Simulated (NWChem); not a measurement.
# Correlation energy of water (H₂O)

```xyz
3

O      0.0000     0.0000     0.1226
H      0.7577     0.0000    -0.4905
H     -0.7577     0.0000    -0.4905
```
Charge 0, spin multiplicity 1.

Everything below was run with NWChem. Structure: optimised with PBE/def2-SVP, a minimum by its harmonic frequencies.

Basis set: cc-pVDZ. Each correlation energy counts from its own Hartree-Fock reference.

The correlated methods keep 1 core orbital frozen. No row is a measurement; the coupled-cluster row has its own basis-set and correlation limits.

```tsv
method	correlation energy (mHa)
CCSD(T)	-215.8
CCSD	___
MP2	-203.1
SCS-MP2	___
RI-MP2	-203.1
CR-CCSD(T)	-215.5
CR-CCSD[T]	-215.5
CCSD+T(CCSD)	-215.9
CCSDT	-216.0
```

**Question.** Complete the blanks.

**Answer.** 
- CCSD, correlation energy (mHa): -212.7
- SCS-MP2, correlation energy (mHa): -199.6
